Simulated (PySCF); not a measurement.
Compound: C4H4FN.
Structure used (PBE0-D3(BJ)/def2-SVP), in Å, numbered top down from 1:
```xyz
10
C4H4FN angstrom
N      2.3194   -0.4072   -2.5701
C      1.7399   -0.3527   -1.5667
C      1.0400   -0.2952   -0.3263
C     -0.2001    0.1996   -0.2138
C     -0.9379    0.2593    1.0752
F     -0.2039   -0.2525    2.1049
H      1.5573   -0.6793    0.5579
H     -0.7263    0.5867   -1.0928
H     -1.8854   -0.3052    0.9903
H     -1.2040    1.3080    1.3062
```

Level of theory: PBE0-D3(BJ)/def2-SVP geometry optimisation, gas phase (PySCF 2.14.0).

Take the most abundant isotopes and a rigid rotor. The values belong to one conformer with, in the numbering `[N:1]#[C:2]/[CH:3]=[CH:4]/[CH2:5][F:6]`, C3–C4–C5–F6 0°.

(1) Give the principal moments of inertia and the rotational constants in cm⁻¹.

(2) What kind of rotor is it?

(3) What does the inertial defect say?

(4) Give the other two planar moments, Paa and Pbb, and the rms extents of the mass along the axes.

(5) Where do the levels up to J = 5 lie, in cm⁻¹?

(6) Which lines would a microwave search look for?

(7) Estimate the classical rotational partition function at 10 K, 25 K and 200 K.

## Answers

(1) Ia = 30.87, Ib = 324.15, Ic = 351.83 u·Å²; 505379 MHz·u·Å²/I gives 16369, 1559 and 1436 MHz, that is A = 0.54601, B = 0.05201, C = 0.04791 cm⁻¹.

(2) A near-prolate asymmetric top; Ray's κ = -0.984.

(3) Not planar: Δ = Ic − Ia − Ib = -3.19 u·Å². For a rigid frame Δ = −2 Σ m c², so Σ m c² = 1.60 u·Å² lies off the ab plane, practically all of it from hydrogen. The atom farthest from that plane is 0.89 Å away.

(4) Paa = Σ m a² = (Ib + Ic − Ia)/2 = 322.56 and Pbb = Σ m b² = (Ia + Ic − Ib)/2 = 29.28 u·Å². With the mass M = 85.03 u, the rms extents √(P/M) along a, b and c are 1.95, 0.59, 0.14 Å.

(5) Above 0(0,0):
J = 1: 1(0,1) 0.0999, 1(1,1) 0.5939, 1(1,0) 0.5980
J = 2: 2(0,2) 0.2997, 2(1,2) 0.7897, 2(1,1) 0.8019, 2(2,1) 2.2840, 2(2,0) 2.2840
J = 3: 3(0,3) 0.5994, 3(1,3) 1.0833, 3(1,2) 1.1078, 3(2,2) 2.5837, 3(2,1) 2.5838, 3(3,1) 5.0640, 3(3,0) 5.0640
J = 4: 4(0,4) 0.9988, 4(1,4) 1.4747, 4(1,3) 1.5156, 4(2,3) 2.9834, 4(2,2) 2.9838, 4(3,2) 5.4637, 4(3,1) 5.4637, 4(4,1) 8.9360, 4(4,0) 8.9360
J = 5: 5(0,5) 1.4979, 5(1,5) 1.9640, 5(1,4) 2.0253, 5(2,4) 3.4829, 5(2,3) 3.4838, 5(3,3) 5.9634, 5(3,2) 5.9634, 5(4,2) 9.4357, 5(4,1) 9.4357, 5(5,1) 13.9001, 5(5,0) 13.9001
Those of J = 1 are B + C, A + C and A + B.

(6) The dipole components are |μa| = 3.84 D, |μb| = 1.70 D, |μc| = 0.00 D; the mirror of this Cs structure is the ab plane, so μc vanishes by symmetry (the 0.01 D computed is a residue) and there are no c-type lines. The squared components, which scale the intensities, stand as 1.00 : 0.20 (a : b). Some lines, for components of 0.1 D or more:

| type | branch | J(Ka,Kc) | MHz | lower level (cm⁻¹) |
| --- | --- | --- | --- | --- |
| a | R | 2(1,1) ← 1(1,0) | 6114 | 0.598 |
| a | R | 3(1,3) ← 2(1,2) | 8802 | 0.790 |
| a | R | 4(3,2) ← 3(3,1) | 11983 | 5.064 |
| b | Q | 1(1,0) ← 1(0,1) | 14933 | 0.100 |
| a | R | 5(3,2) ← 4(3,1) | 14980 | 5.464 |
| a | R | 5(2,3) ← 4(2,2) | 14991 | 2.984 |
| b | Q | 4(1,3) ← 4(0,4) | 15494 | 0.999 |
| b | R | 3(1,3) ← 2(0,2) | 23490 | 0.300 |
| b | Q | 3(2,1) ← 3(1,2) | 44250 | 1.108 |
| b | Q | 3(2,2) ← 3(1,3) | 44982 | 1.083 |
| b | Q | 4(2,3) ← 4(1,4) | 45229 | 1.475 |
| b | R | 2(2,0) ← 1(1,1) | 50667 | 0.594 |
| b | R | 4(2,3) ← 3(1,2) | 56228 | 1.108 |
| b | R | 5(2,3) ← 4(1,4) | 60231 | 1.475 |
| b | Q | 5(3,3) ← 5(2,4) | 74363 | 3.483 |
| b | R | 4(3,1) ← 3(2,2) | 86340 | 2.584 |

(7) Point group Cs, symmetry number σ = 1; q = (√π/σ)·√((kT/h)³/(ABC)), k/h = 20836.6 MHz/K: 881 at 10 K, 3480 at 25 K, 78800 at 200 K.

Stationary, but not proved a minimum. Zero-point vibration and centrifugal distortion are left out. Quadrupole hyperfine structure (14N) is left out.
